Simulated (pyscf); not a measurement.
Optimised with ωB97X-D3(BJ)/def2-SVP in PySCF.

Question: Estimate the classical barrier height and the reaction energy of ammonia (NH₃) + H₃Si–O–Ga(Cl)–Cl → H₂N–Ga(Cl)–Cl + silanol (HO–SiH₃) at ωB97M-D3(BJ)/def2-TZVP. The step runs on the singlet surface, breaks H–N, Ga–O and forms Ga–N, H–O; take the separated reactants as zero.

Answer: ΔE‡ = -0.31 eV, ΔE = +0.24 eV. Zero-point energy shifts the barrier by 0.00 eV. It is a four-centre exchange, with an imaginary mode of 866i cm⁻¹. On the reactant side the descent ends in an adduct with a Ga–N contact, 1.54 eV under the separated species and 1.17 eV under the saddle at ωB97X-D3(BJ)/def2-TZVP. On the product side the descent ends in an adduct with a Ga–O contact, 0.87 eV under the separated species and 0.21 eV under the saddle at ωB97X-D3(BJ)/def2-TZVP. At ωB97M-D3(BJ) the saddle lies under the separated reactants, which points to a path from their complex (located at ωB97X-D3(BJ) alone). At ωB97M-D3(BJ) the saddle lies under the separated products, which points to a path from their complex (located at ωB97X-D3(BJ) alone), and parting the products costs more than the saddle. What is counted as formed (Ga–N) is already present as a longer contact in the reactant adduct; forming that adduct is a step of its own. What is counted as broken (Ga–O) persists as a longer contact in the product adduct; parting that adduct is a step of its own. One saddle was located; it need not be the lowest between these sides. Elements up to Kr have no core potential and no relativistic terms here.
